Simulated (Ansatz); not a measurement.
A made-up structure of BH4S (charge +1), singlet:

```
6
angstrom
B 0.0188 -0.6401 -0.0038
S 0.4580 0.6243 -0.3572
H -0.7616 -0.9933 -0.8625
H 0.6401 -0.9633 0.9861
H -0.8415 0.9719 -0.7577
H 0.4861 1.0004 0.9950
```

It is relaxed with PBE-D4/def2-SVP and then PBE0-D4/def2-TZVP (Ansatz 0.2.0). Atoms count as bonded within 1.22 times the sum of their covalent radii (H–H: 0.88 Å). The end point is not checked to be a true minimum.

(1) Does its bonding change? (Judge from chemistry; the calculation decides.)

Answers

(1) By the calculation: No: no bond forms or breaks.

Where it ends: The first stage lowers the energy by 5.48 eV in 6 steps. It ends as BH₄S ([BH2][SH2]), total charge +1:
B1  (0.017, -0.911, 0.002)
S2  (0.425, 0.898, -0.336)
H3  (-0.706, -1.409, -0.790)
H4  (0.592, -1.381, 0.922)
H5  (-0.779, 1.388, -0.710)
H6  (0.451, 1.414, 0.913)
(Å)

Labels in which every atom is bracketed show which atoms are joined, not bond orders.

For scale, one of the runs: PBE0-D4/def2-TZVP relaxation, 92 basis functions, launched by `ansatz run in.yaml --threads 2 --pin off --events-out ev --progress --plain --max-ram 4352MiB`. Hardware: 2 CPU threads of an Arm Neoverse V2, shared host. Wall time about 4.9 s.
